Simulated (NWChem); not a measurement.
# Correlation energy of silicon monoxide (OSi)

```
Si
O 1 1.5233
```
Charge 0, spin multiplicity 1.

The numbers come from NWChem runs, not from measurements. The geometry was optimised at PBE0/def2-SVP, a minimum by its harmonic frequencies.

Basis set: 3-21G. Each correlation energy counts from its own Hartree-Fock reference.

| method | correlation energy (mHa) | difference from CCSD(T) |
|---|---|---|
| CR-CCSD(T) | -199.2 | +2.5 |
| CCSD | -189.5 | +12.1 |
| MP2 | -199.2 | +2.5 |
| CR-CCSD[T] | -202.4 | -0.8 |
| CCSD+T(CCSD) | -206.0 | -4.3 |
| CCSD(T) | -201.6 | 0.0 |
| CCSDT | -201.7 | -0.1 |
| SCS-MP2 | -191.4 | +10.2 |

The values span 16.5 mHa, from CCSD+T(CCSD) (lowest) to CCSD (highest). 

The correlated methods keep 6 core orbitals frozen. Differences from the coupled-cluster row are differences between methods, not errors against experiment.
